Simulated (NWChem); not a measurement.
Everything below was run with NWChem. System: CH₃S, charge 0, spin multiplicity 4, at the geometry of a parent with another charge or spin, in a state set for the comparison that need not be this species' ground state. Its SCF solution wasn't tested for a lower state. Level: UMP2/def2-TZVP, 6 core orbitals frozen.

Job file:

```
start mol
memory heap 200 mb stack 900 mb global 1100 mb
geometry units angstroms nocenter noautoz noautosym
  C      0.041727     1.093341    -0.096210
  S     -0.029362    -0.685806     0.067563
  H      0.601994     1.570365     0.721728
  H      0.578274     1.304016    -1.038739
  H     -0.960847     1.538472    -0.186736
end
basis spherical
  * library def2-tzvp
end
scf
  uhf
  nopen 3
  maxiter 100
  thresh 1e-7
  semidirect memsize 60000000 filesize 0
  # guess.movecs holds the orbitals of an unrestricted PBE0 run
  vectors input guess.movecs output mol.movecs
end
mp2
  freeze core 6
end
task mp2 energy
```

Output (cleaned and shortened):

```
             Northwest Computational Chemistry Package (NWChem) 7.3.0
             --------------------------------------------------------

                                NWChem Input Module
                                -------------------

 Scaling coordinates for geometry "geometry" by  1.889725989
 (inverse scale =  0.529177249)

                             Geometry "geometry" -> ""
                             -------------------------

 Output coordinates in angstroms (scale by  1.889725989 to convert to a.u.)

  No.       Tag          Charge          X              Y              Z
 ---- ---------------- ---------- -------------- -------------- --------------
    1 C                    6.0000     0.04172700     1.09334100    -0.09621000
    2 S                   16.0000    -0.02936200    -0.68580600     0.06756300
    3 H                    1.0000     0.60199400     1.57036500     0.72172800
    4 H                    1.0000     0.57827400     1.30401600    -1.03873900
    5 H                    1.0000    -0.96084700     1.53847200    -0.18673600

 Effective nuclear repulsion energy (a.u.)      48.5089285073

            Nuclear Dipole moment (a.u.)
            ----------------------------
        X                 Y               Z
 ---------------- ---------------- ----------------
    -0.0000170075     0.0000056692     0.0000018897


 Summary of "ao basis" -> "" (spherical)
 ------------------------------------------------------------------------------
       Tag                 Description            Shells   Functions and Types
 ---------------- ------------------------------  ------  ---------------------
 *                         def2-tzvp                  on all atoms

 Summary of "ao basis" -> "ao basis" (spherical)
 ------------------------------------------------------------------------------
       Tag                 Description            Shells   Functions and Types
 ---------------- ------------------------------  ------  ---------------------
 C                         def2-tzvp                11       31   5s3p2d1f
 S                         def2-tzvp                13       37   5s5p2d1f
[...]
  AO/Fock/Back tols     =   1.0D-09  1.0D-09  1.0D-09

 GA uses MA = F    GA memory limited = T

 Available:
  local mem=  1.26D+08
 global mem=  1.44D+08
 local disk=  0.00D+00
  mp2_memr nvloc                    72
  nvloc new                    72
   1 passes of   8:        5242880                      43876                   7315600.
   1 passes of   8: M    126149936           G      144164408           F     120907056.

 Semi-direct pass number   1 of   1  for UHF alpha       at        1.7s
  vrange nnbf                  3729
  mp2_eaftype                    27  avail_ma_in_mb                  1099
 EAF : mp2_eaftype filesize          27    3657800.
  mp2_eaf for mointskh                     27
Node 0 wrote     17.2 Mb in      0.0 s     Agg I/O rate:  7350.6 Mb/s
 Done moints_semi at        2.7s
  mp2_eaftype                    27  avail_ma_in_mb                  1072
 EAF : mp2_eaftype filesize          27    3657800.
  mp2_eaf for kh                    27
 Done maket at        2.8s
 Done multipass loop at        2.8s

 GA uses MA = F    GA memory limited = T

 Available:
  local mem=  1.26D+08
 global mem=  1.44D+08
 local disk=  0.00D+00
  mp2_memr nvloc                    75
  nvloc new                    75
   1 passes of   5:        5242880                      33830                   4767201.
   1 passes of   5: M    126149936           G      144164408           F     120907056.

 Semi-direct pass number   1 of   1  for UHF beta        at        2.8s
  vrange nnbf                  3729
  mp2_eaftype                    18  avail_ma_in_mb                  1099
 EAF : mp2_eaftype filesize          18    2383601.
  mp2_eaf for mointskh                     18
Node 0 wrote     11.2 Mb in      0.0 s     Agg I/O rate:  7109.6 Mb/s
 Done moints_semi at        3.8s
  mp2_eaftype                    18  avail_ma_in_mb                  1081
 EAF : mp2_eaftype filesize          18    2383601.
  mp2_eaf for kh                    18
 Done maket at        3.8s
 Done multipass loop at        3.8s

          -------------------------------------------
          SCF energy                -436.951532357550
          Correlation energy          -0.304141836133
          Singlet pairs                0.000000000000
          Triplet pairs                0.000000000000
          Total MP2 energy          -437.255674193684
          -------------------------------------------

          ---------------------------------------------------
                    Spin Component Scaled (SCS) MP2
          Same spin pairs                     -0.073569539357
          Same spin scaling factor             0.333333333333
          Opposite spin pairs                 -0.230572296776
          Opposite spin scaling fact.          1.200000000000
          SCS-MP2 correlation energy          -0.301209935917
          Total SCS-MP2 energy              -437.252742293467
          ---------------------------------------------------

 -----------------------
 Performance information
 -----------------------

 Timer overhead =  1.20D-07 seconds/call

               Nr. of calls         CPU time (s)                 Wall time (s)                GFlops
             ---------------    -------------------     ------------------------------   -------------------
Name         Min   Avg   Max    Min     Avg     Max     Min     Avg     Max   Mx/calls   Min     Max     Sum
mp2: moin     2     2     2    2.0     2.0     2.0      2.0     2.0     2.0     1.0      0.0     0.0     0.0
mp2: make     2     2     2   7.69E-2 7.69E-2 7.69E-2  7.69E-2 7.69E-2 7.69E-2 3.85E-2   0.0     0.0     0.0
mp2: tota     1     1     1    2.1     2.1     2.1      2.1     2.1     2.1     2.1      0.0     0.0     0.0

 The average no. of pstat calls per process was 5.00D+00
 with a timing overhead of 5.99D-07s

 Task  times  cpu:        3.8s     wall:        3.8s

 Total times  cpu:        3.8s     wall:        3.8s
```
